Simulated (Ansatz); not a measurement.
**C2H2O3: a ladder of functionals and wavefunction methods**

An exercise on one series of results from a longer session: the logs are not shown, and one member is left open.

Program: Ansatz 0.2.0, Gaussian basis. Level of theory: functionals in def2-TZVPP, the program's frozen cores in correlated methods. These are calculated values, not measurements.

Plan: LDA (SPW92), PBE-D4, revPBE-D4, BLYP-D4, r2SCAN-D4, B97M-V, PBE0-D4, B3LYP-D4, r2SCANh-D4, r2SCAN0-D4, HSE06-D4, BHLYP-D4, CAM-B3LYP-D4, LC-ωPBE, ωB97X-V, ωB97M-V, B2PLYP, PBE-QIDH; CCSD(T)/def2-SVP; CCSD(T)/def2-TZVPP; MP2/def2-QZVPP; extrapolation to the limit; RPA on PBE.

## Structure used throughout

An earlier PBE0-D4 in a triple-zeta def2 set relaxation fixed the geometry.

SMILES `O=C=C(O)O`, 7 atoms, charge 0, spin multiplicity 1.

Atoms are counted from 1 here; the program's logs count them from 0.

Bond lengths: O1–C2 1.163 Å, C2–C3 1.317 Å, C3–O4 1.365 Å, C3–O5 1.365 Å, O4–H6 0.965 Å, O5–H7 0.965 Å. Angles: O1–C2–C3 180.0°, C2–C3–O4 120.1°, C2–C3–O5 120.1°, O4–C3–O5 119.7°, C3–O4–H6 109.0°, C3–O5–H7 109.0°.

As a file:

```tsv
atom	x (Å)	y (Å)	z (Å)
O1	0.6865	-2.0253	1.1922
C2	0.3635	-1.0649	0.6210
C3	-0.0022	0.0229	-0.0259
O4	-1.0862	0.7379	0.3942
O5	0.7014	0.4392	-1.1189
H6	-1.8139	0.5984	-0.2245
H7	1.2123	1.2237	-0.8838
```

The first run:

in.yaml

```yaml
crystal:
  periodic: [false, false, false]
  atoms:
    - {symbol: O, position_ang: [0.686451, -2.025310, 1.192151]}
    - {symbol: C, position_ang: [0.363525, -1.064883, 0.620967]}
    - {symbol: C, position_ang: [-0.002219, 0.022928, -0.025929]}
    - {symbol: O, position_ang: [-1.086229, 0.737911, 0.394229]}
    - {symbol: O, position_ang: [0.701381, 0.439181, -1.118867]}
    - {symbol: H, position_ang: [-1.813897, 0.598373, -0.224472]}
    - {symbol: H, position_ang: [1.212286, 1.223700, -0.883780]}
basis:
  gaussian: {orbitals: def2-TZVPP}
hamiltonian: {xc: lda}
output: {orbitals: {seedname: orbitals}}
```

Command:

```sh
$ ansatz run in.yaml --threads 2 --pin off --events-out ev --progress --plain --max-ram 4352MiB
```

Steps of the session up to this table: LDA; PBE-D4 (GGA); revPBE-D4 (GGA); BLYP-D4 (GGA); r2SCAN-D4 (meta-GGA); B97M-V (meta-GGA); PBE0-D4 (hybrid); B3LYP-D4 (hybrid); r2SCANh-D4 (hybrid); r2SCAN0-D4 (hybrid); HSE06-D4 (hybrid); BHLYP-D4 (hybrid); CAM-B3LYP-D4 (range-separated); LC-ωPBE (range-separated); ωB97X-V (range-separated); ωB97M-V (range-separated); B2PLYP (double hybrid); PBE-QIDH (double hybrid).

One of the session's tables, all rows but one given; the rest of the session is left out.

It belongs to the step «Orbital energies across the functionals». 

| functional | HOMO (eV) | gap (eV) |
| --- | --- | --- |
| LDA (SPW92) | -5.19 | 2.36 |
| PBE-D4 | -5.00 | 2.48 |
| revPBE-D4 | -4.93 | 2.52 |
| BLYP-D4 | -4.92 | 2.52 |
| r2SCAN-D4 | -5.21 | 2.91 |
| B97M-V | -5.27 | 3.18 |
| PBE0-D4 | -6.30 | 4.92 |
| B3LYP-D4 | -6.13 | 4.45 |
| r2SCANh-D4 | -5.70 | 3.82 |
| r2SCAN0-D4 | -6.44 | 5.19 |
| HSE06-D4 | -5.90 | 4.12 |
| BHLYP-D4 | ? | ? |
| CAM-B3LYP-D4 | -7.70 | 7.53 |
| LC-ωPBE | -8.98 | 10.11 |
| ωB97X-V | -8.62 | 9.67 |
| ωB97M-V | -8.53 | 9.49 |

**Question.** Estimate the row for BHLYP-D4.

Worked estimate for «HOMO (eV)». Against the share of exact exchange, BLYP-D4 (0, -4.92), B3LYP-D4 (0.2, -6.13) give a slope of -6.05 per unit share; at 0.5 the line stands at -7.94.

The run gave: HOMO (eV): -7.54; gap (eV): 7.42. In «HOMO (eV)» the line misses by -0.40.
